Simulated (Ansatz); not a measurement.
## Relaxing CsGa2

Theory: DFT PBE, scalar-relativistic, plane waves, PAW (Ansatz 0.2.0). Cutoff 420 eV, Γ-centred k mesh, Gaussian smearing, no spin polarisation in the final step.

The start puts CsGa2 on the cubic Laves (C15) structure type (Fd-3m, No. 227), with Cs in place of Mg, Ga in place of Cu, at a guessed volume.

```yaml
crystal:
  lattice:
    - [0.00000, 4.33226, 4.33226]
    - [4.33226, 0.00000, 4.33226]
    - [4.33226, 4.33226, 0.00000]
  atoms:
    - { symbol: Cs, position: [0.00000, 0.00000, 0.00000] }
    - { symbol: Cs, position: [0.25000, 0.25000, 0.25000] }
    - { symbol: Ga, position: [0.62500, 0.62500, 0.62500] }
    - { symbol: Ga, position: [0.12500, 0.62500, 0.62500] }
    - { symbol: Ga, position: [0.62500, 0.62500, 0.12500] }
    - { symbol: Ga, position: [0.62500, 0.12500, 0.62500] }
```

Steps on the 8×8×8 mesh (6 atoms). 4 of 5 steps are shown, and the free energy counts from the last. Trial steps that were taken back and renewals of the plane-wave basis can be among the rows.

| step | ΔF (meV/atom) | V (Å³/atom) | P (GPa) |
| --- | --- | --- | --- |
| 1 | 19.4 | 27.10 | 2.50 |
| 2 | 2.5 | 28.82 | 0.78 |
| 3 | 0.3 | 29.67 | 0.12 |
| 5 | 0.0 | 29.83 | 0.00 |

A final relaxation ran on a 8×8×8 mesh. The relaxed crystal, Fd-3m (No. 227):

Space group Fd-3m:1 (No. 227). a = 8.946 Å, b = 8.946 Å, c = 8.946 Å, α = 90.00°, β = 90.00°, γ = 90.00°
```
atom site symmetry x y z
  Cs    8a      -43m  0.5000  0.0000  0.5000
  Ga   16d      .-3m  0.1250  0.6250  0.1250
```

```
Volume per atom          : 29.83 Å³
Density                  : 5.05 g/cm³
Energy over the elements : 0.13 eV/atom
Gap on the 8×8×8 mesh    : 0 eV (a metal)
```

Energies over the elements count from the elements' standard structures at the same level, with no empirical corrections.

The final run used a 8×8×8 mesh on its 6-atom cell and 0.10 eV smearing. The k mesh leaves about 4 meV/atom of noise in metals.

Symmetry constrained the relaxation, so the result can be a saddle point.

Cost: 3 runs of about 2.8 core-minutes in all, on Intel Xeon Platinum 8259CL (Skylake/Cascade Lake) (shared hosts).